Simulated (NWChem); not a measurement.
The numbers come from NWChem runs, not from measurements. System: ozone (O3), charge 0, spin multiplicity 1, at a geometry optimised with PBE0/def2-SVP. Level: real-time TD-B3LYP/6-31G* (spherical d), VWN1-RPA local correlation.

The NWChem input:

```
start mol
memory heap 200 mb stack 900 mb global 1100 mb
geometry "system" units angstroms nocenter noautoz noautosym
  O     -1.060667     0.000000    -0.210198
  O      0.000000     0.000000     0.420396
  O      1.060667     0.000000    -0.210198
end
set geometry "system"
basis spherical
  * library 6-31g*
end
dft
  xc b3lyp
  semidirect memsize 60000000 filesize 0
  iterations 100
  convergence energy 1e-10 density 1e-9 gradient 1e-8
  tolerances tight
end
task dft energy
rt_tddft
  tmax 200.0
  dt 0.2
  tag "kick"
  print dipole
  field "kick"
    type delta
    polarization z
    max 0.0001
  end
  excite "system" with "kick"
end
task dft rt_tddft
```

Part of the output:

```
             Northwest Computational Chemistry Package (NWChem) 7.3.0
             --------------------------------------------------------

                                NWChem Input Module
                                -------------------

 Scaling coordinates for geometry "system" by  1.889725989
 (inverse scale =  0.529177249)

                              Geometry "system" -> ""
                              -----------------------

 Output coordinates in angstroms (scale by  1.889725989 to convert to a.u.)

  No.       Tag          Charge          X              Y              Z
 ---- ---------------- ---------- -------------- -------------- --------------
    1 O                    8.0000    -1.06066700     0.00000000    -0.21019800
    2 O                    8.0000     0.00000000     0.00000000     0.42039600
    3 O                    8.0000     1.06066700     0.00000000    -0.21019800

 Effective nuclear repulsion energy (a.u.)      70.8571342385

            Nuclear Dipole moment (a.u.)
            ----------------------------
        X                 Y               Z
 ---------------- ---------------- ----------------
     0.0000000000     0.0000000000     0.0000000000


 Summary of "ao basis" -> "" (spherical)
 ------------------------------------------------------------------------------
       Tag                 Description            Shells   Functions and Types
 ---------------- ------------------------------  ------  ---------------------
 *                           6-31g*                   on all atoms

                                 NWChem DFT Module
                                 -----------------

 Summary of "ao basis" -> "ao basis" (spherical)
 ------------------------------------------------------------------------------
       Tag                 Description            Shells   Functions and Types
 ---------------- ------------------------------  ------  ---------------------
 O                           6-31g*                  6       14   3s2p1d

 Summary of "ao basis" -> "ao basis" (spherical)
 ------------------------------------------------------------------------------
[...]
        25        0.00        9.99353423E-01
        26        0.00        1.35660442E+00
        27        0.00        1.35916558E+00
        28        0.00        1.37570187E+00
        29        0.00        1.41462952E+00
        30        0.00        1.43809574E+00
        31        0.00        1.76716097E+00
        32        0.00        1.76887733E+00
        33        0.00        1.80549000E+00
        34        0.00        1.84719162E+00
        35        0.00        2.06382172E+00
        36        0.00        2.32640359E+00
        37        0.00        2.42579067E+00
        38        0.00        2.50451709E+00
        39        0.00        2.58934264E+00
        40        0.00        2.62712801E+00
        41        0.00        2.83788971E+00
        42        0.00        2.92970635E+00

  int2e_file: Failed to allocate cache ... halving

kick      0.00000        ### Propagation started ###
kick      0.00000        ### Checks passed ###
kick      0.00000   0.000000000000E+000   0.000000000000E+000   1.000000000000E-004     # Applied E-field [system] (alpha spin)
kick      0.00000   0.000000000000E+000   0.000000000000E+000   1.000000000000E-004     # Applied E-field [system] (beta spin)
kick      0.00000   7.085713423853E+001     # Enuc
kick      0.00000  -4.494963410737E+002     # Ecore
kick      0.00000   1.788002839605E+002     # Ecoul
kick      0.00000  -2.556013251533E+001     # Exc(1)
kick      0.00000   0.000000000000E+000     # Exc(2)
kick      0.00000  -2.253990553901E+002     # Etot
kick      0.00000   5.684341886081E-014     # Eadded
kick      0.00000   1.004003234717E-009  -5.769518527714E-014   2.493845532551E-001     # Dipole moment [system]
kick      0.00000        ### Saved restart file ###
kick      0.00000   1.179942676899E-008     # Magnus interpol (matrix 1 of 1)
kick      0.00000                     2     # Magnus total interpolations
kick      0.20000   0.000000000000E+000   0.000000000000E+000   0.000000000000E+000     # Applied E-field [system] (alpha spin)
kick      0.20000   0.000000000000E+000   0.000000000000E+000   0.000000000000E+000     # Applied E-field [system] (beta spin)
kick      0.20000   7.085713423853E+001     # Enuc
kick      0.20000  -4.494963417621E+002     # Ecore
kick      0.20000   1.788002846866E+002     # Ecoul
kick      0.20000  -2.556013255225E+001     # Exc(1)
kick      0.20000   0.000000000000E+000     # Exc(2)
kick      0.20000  -2.253990553892E+002     # Etot
kick      0.20000   8.949427865446E-010     # Eadded
kick      0.20000   9.910728748092E-010  -5.776306716057E-014   2.494028805066E-001     # Dipole moment [system]
kick      0.20000   1.184303322077E-008     # Magnus interpol (matrix 1 of 1)
kick      0.20000                     2     # Magnus total interpolations
kick      0.40000   0.000000000000E+000   0.000000000000E+000   0.000000000000E+000     # Applied E-field [system] (alpha spin)
kick      0.40000   0.000000000000E+000   0.000000000000E+000   0.000000000000E+000     # Applied E-field [system] (beta spin)
kick      0.40000   7.085713423853E+001     # Enuc
...
kick     28.20000   7.085713423853E+001     # Enuc
kick     28.20000  -4.494963395210E+002     # Ecore
kick     28.20000   1.788002835525E+002     # Ecoul
kick     28.20000  -2.556013365929E+001     # Exc(1)
kick     28.20000   0.000000000000E+000     # Exc(2)
kick     28.20000  -2.253990553893E+002     # Etot
kick     28.20000   8.118377081701E-010     # Eadded
kick     28.20000   4.371719392743E-010  -5.689672526403E-014   2.493501249937E-001     # Dipole moment [system]
kick     28.20000   4.603539771608E-011     # Magnus interpol (matrix 1 of 1)
kick     28.20000                     2     # Magnus total interpolations
kick     28.40000   0.000000000000E+000   0.000000000000E+000   0.000000000000E+000     # Applied E-field [system] (alpha spin)
kick     28.40000   0.000000000000E+000   0.000000000000E
```
